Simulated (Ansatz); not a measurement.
These are Ansatz (a program for electronic structure) with B3LYP-D3(BJ)/def2-TZVPD values and carry that method's errors. No frequencies were computed at this level.

Ansatz 0.2 input:
```yaml
crystal:
  periodic: [false, false, false]
  atoms:
    - { symbol: C, position_ang: [0.981815, -0.039575, 0.047869] }
    - { symbol: Si, position_ang: [-0.910098, 0.036684, -0.044373] }
    - { symbol: H, position_ang: [1.347029, 0.353484, 0.992696] }
    - { symbol: H, position_ang: [1.439477, 0.541305, -0.748184] }
    - { symbol: H, position_ang: [1.340519, -1.06114, -0.043298] }
    - { symbol: H, position_ang: [-1.486574, -0.757261, 1.04336] }
    - { symbol: H, position_ang: [-1.360521, -0.501166, -1.330325] }
    - { symbol: H, position_ang: [-1.351645, 1.427669, 0.082252] }
basis:
  gaussian: { orbitals: def2-tzvpd }
hamiltonian:
  xc: b3lyp
  dispersion: d3bj
relax:
  max_steps: 150
```

Output:

```
Functional definition: B3LYP
769 factors; their error is unknown
mean field evaluation 1: about -9007.9683 eV, gradient 5.2e1 eV
mean field evaluation 2: about -9004.0439 eV, gradient 6.0e1 eV
mean field evaluation 4: about -9014.0485 eV, gradient 8.3e-1 eV
mean field evaluation 8: about -9014.0403 eV, gradient 2.7e-1 eV
mean field evaluation 16: about -9014.0404 eV, gradient 2.9e-5 eV
mean field -9014.04044084 eV, -331.2598762650 hartree, gradient 2.9e-5 eV, S^2 0.000000; 0 other end points of the search recorded, 0 dependent functions left out
reference -9014.04069768 eV, -331.2598857036 hartree; 13, 13 occupied and 121, 121 virtual orbitals, 769 factors
relax step   1: F+E_penalty+E_count = -9014.24073830 eV  Δ(F+E_penalty+E_count) = +0.000e0 eV  max|allowed force component| = 8.389e-1 eV/Å  Δτ_max = 0.0000 Å  (29 SCF iters, accepted)
these checks for a lower state are left out or cut short: starts, cluster_reference, orbital_swaps, neighbouring_geometries, increment
769 factors; their error is unknown
mean field -9014.05605718 eV, -331.2604501546 hartree, gradient 9.6e-6 eV, S^2 0.000000; 0 other end points of the search recorded, 0 dependent functions left out
reference -9014.05631486 eV, -331.2604596242 hartree; 13, 13 occupied and 121, 121 virtual orbitals, 769 factors
relax step   2: F+E_penalty+E_count = -9014.25608163 eV  Δ(F+E_penalty+E_count) = -1.534e-2 eV  max|allowed force component| = 2.592e-1 eV/Å  Δτ_max = 0.0184 Å  (33 SCF iters, accepted)
these checks for a lower state are left out or cut short: starts, cluster_reference, orbital_swaps, neighbouring_geometries, increment
769 factors; their error is unknown
mean field evaluation 32: about -9014.0575 eV, gradient 9.3e-6 eV
mean field -9014.05753759 eV, -331.2605045587 hartree, gradient 9.3e-6 eV, S^2 0.000000; 0 other end points of the search recorded, 0 dependent functions left out
reference -9014.05779533 eV, -331.2605140307 hartree; 13, 13 occupied and 121, 121 virtual orbitals, 769 factors
relax step   3: F+E_penalty+E_count = -9014.25779488 eV  Δ(F+E_penalty+E_count) = -1.713e-3 eV  max|allowed force component| = 1.897e-2 eV/Å  Δτ_max = 0.0081 Å  (33 SCF iters, accepted)
these checks for a lower state are left out or cut short: starts, cluster_reference, orbital_swaps, neighbouring_geometries, increment
769 factors; their error is unknown
mean field -9014.05764081 eV, -331.2605083520 hartree, gradient 9.3e-6 eV, S^2 0.000000; 0 other end points of the search recorded, 0 dependent functions left out
reference -9014.05789860 eV, -331.2605178257 hartree; 13, 13 occupied and 121, 121 virtual orbitals, 769 factors
relax step   4: F+E_penalty+E_count = -9014.25783979 eV  Δ(F+E_penalty+E_count) = -4.492e-5 eV  max|allowed force component| = 9.630e-3 eV/Å  Δτ_max = 0.0021 Å  (34 SCF iters, accepted)
769 factors; their error is unknown
mean field -9014.05764081 eV, -331.2605083520 hartree, gradient 2.8e-5 eV, S^2 0.000000; 1 other end points of the search recorded, 0 dependent functions left out
reference -9014.05789860 eV, -331.2605178257 hartree; 13, 13 occupied and 121, 121 virtual orbitals, 769 factors
Total energy: -9014.25809759 eV, -331.2678750027 hartree
Atom 0 at     0.986445    -0.039762     0.048095 Å, force    -0.009630     0.000387    -0.000468 eV/Å
Atom 1 at    -0.886054     0.035713    -0.043199 Å, force    -0.001274     0.000052    -0.000063 eV/Å
Atom 2 at     1.345568     0.356592     0.999555 Å, force     0.002488    -0.000091     0.000141 eV/Å
Atom 3 at     1.438698     0.545818    -0.754341 Å, force     0.002489    -0.000087     0.000103 eV/Å
Atom 4 at     1.339009    -1.068608    -0.044185 Å, force     0.002488    -0.000122     0.000119 eV/Å
Atom 5 at    -1.495394    -0.761644     1.049400 Å, force     0.001186     0.000327    -0.000454 eV/Å
Atom 6 at    -1.368599    -0.504066    -1.338048 Å, force     0.001128     0.000209     0.000634 eV/Å
Atom 7 at    -1.359671     1.435956     0.082721 Å, force     0.001124    -0.000675    -0.000012 eV/Å
Dipole moment:     0.159634    -0.006435     0.007784 e Å
```

Cost: roughly 22 core-seconds.
